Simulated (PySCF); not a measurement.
# Atomic charges against the basis set

Compound: thioacetamide, C2H5NS.
Bonds: C1–C2, C2–N3, C2–S4 (double). Hydrogens: H5, H6, H7 on C1; H8, H9 on N3.

PBE0 throughout (PySCF), one geometry, spherical d and f functions. Geometry: PBE0-D3(BJ)/def2-SVP; no solvent, vibrations or thermal averaging. Atoms taken as equivalent share a column and are averaged.

Mulliken charges (e):

```tsv
basis	functions	C1	C2	N3	S4	H5/H6/H7	H8/H9
STO-3G	29	-0.246	-0.016	-0.382	-0.068	+0.089	+0.223
6-31G	50	-0.531	-0.029	-0.709	-0.065	+0.202	+0.364
pcSseg-0	50	-0.639	-0.198	-0.681	+0.051	+0.258	+0.347
6-31G*	70	-0.587	+0.175	-0.726	-0.249	+0.210	+0.378
def2-SVP	85	-0.007	-0.144	-0.078	-0.248	+0.066	+0.140
cc-pVDZ	85	-0.013	-0.105	-0.043	-0.280	+0.071	+0.114
pcSseg-1	100	-0.206	-0.121	-0.307	-0.195	+0.142	+0.202
aug-cc-pVDZ	141	+0.497	+0.204	-0.121	-0.261	-0.086	-0.030
6-311+G(2d,p)	146	-0.604	+0.631	-0.417	-0.644	+0.171	+0.260
def2-TZVP	160	-0.337	+0.149	-0.382	-0.339	+0.137	+0.249
cc-pVTZ	194	-0.254	+0.082	-0.162	-0.342	+0.116	+0.164
IGLO-III	199	-0.383	-0.080	-0.263	-0.067	+0.132	+0.199
```

IAO charges (e):

```
        basis  functions      C1      C2      N3      S4  H5/H6/H7   H8/H9
       STO-3G         29  -0.414  -0.071  -0.362  -0.043    +0.141  +0.233
        6-31G         50  -0.453  +0.070  -0.428  -0.280    +0.170  +0.290
     pcSseg-0         50  -0.444  +0.048  -0.397  -0.260    +0.166  +0.277
       6-31G*         70  -0.435  +0.082  -0.427  -0.279    +0.163  +0.285
     def2-SVP         85  -0.426  +0.075  -0.418  -0.262    +0.157  +0.279
      cc-pVDZ         85  -0.436  +0.082  -0.426  -0.273    +0.162  +0.284
     pcSseg-1        100  -0.433  +0.075  -0.429  -0.269    +0.162  +0.285
  aug-cc-pVDZ        141  -0.445  +0.088  -0.448  -0.282    +0.167  +0.293
6-311+G(2d,p)        146  -0.447  +0.082  -0.450  -0.273    +0.167  +0.293
    def2-TZVP        160  -0.447  +0.082  -0.448  -0.270    +0.166  +0.291
      cc-pVTZ        194  -0.448  +0.085  -0.445  -0.275    +0.167  +0.291
     IGLO-III        199  -0.448  +0.078  -0.453  -0.264    +0.167  +0.293
```

Some averages cover members that differ in this geometry, most widely: H5/H6/H7, Mulliken in aug-cc-pVDZ -0.225 to -0.016; H5/H6/H7, Mulliken in IGLO-III +0.081 to +0.157; H5/H6/H7, Mulliken in 6-31G +0.161 to +0.222; H5/H6/H7, Mulliken in 6-31G* +0.171 to +0.230 e.

Which scheme is steadiest as the basis changes?

Largest range over the bases for any column: IAO 0.24 e, Mulliken 1.14 e. IAO charges move least and Mulliken charges most, counted in e. Without the minimal STO-3G basis the ranges are IAO 0.06, Mulliken 1.14 e.

How much do the charges still move between the two largest bases, cc-pVTZ and IGLO-III?

At most, over all atoms: Mulliken 0.275 e, IAO 0.012 e.

What do the same runs give for the total energy, the frontier levels and the dipole moment?

| basis | energy (Eh) | HOMO (eV) | LUMO (eV) | μ (D) |
| --- | --- | --- | --- | --- |
| STO-3G | -525.7781 | -1.93 | 3.17 | 3.22 |
| 6-31G | -531.7959 | -5.93 | -0.57 | 4.98 |
| pcSseg-0 | -531.1032 | -5.97 | -0.60 | 4.70 |
| 6-31G* | -531.8480 | -5.87 | -0.55 | 4.83 |
| def2-SVP | -531.6511 | -5.76 | -0.47 | 4.49 |
| cc-pVDZ | -531.8825 | -5.80 | -0.48 | 4.63 |
| pcSseg-1 | -531.8394 | -6.02 | -0.74 | 4.62 |
| aug-cc-pVDZ | -531.8973 | -6.09 | -0.93 | 4.63 |
| 6-311+G(2d,p) | -531.9249 | -6.09 | -0.92 | 4.61 |
| def2-TZVP | -531.9363 | -6.02 | -0.78 | 4.57 |
| cc-pVTZ | -531.9385 | -6.00 | -0.73 | 4.62 |
| IGLO-III | -531.9377 | -5.99 | -0.74 | 4.32 |

The dipole is fixed by the density alone, so its range of 1.76 D shows that the density itself changes with the basis, not only its division among atoms.
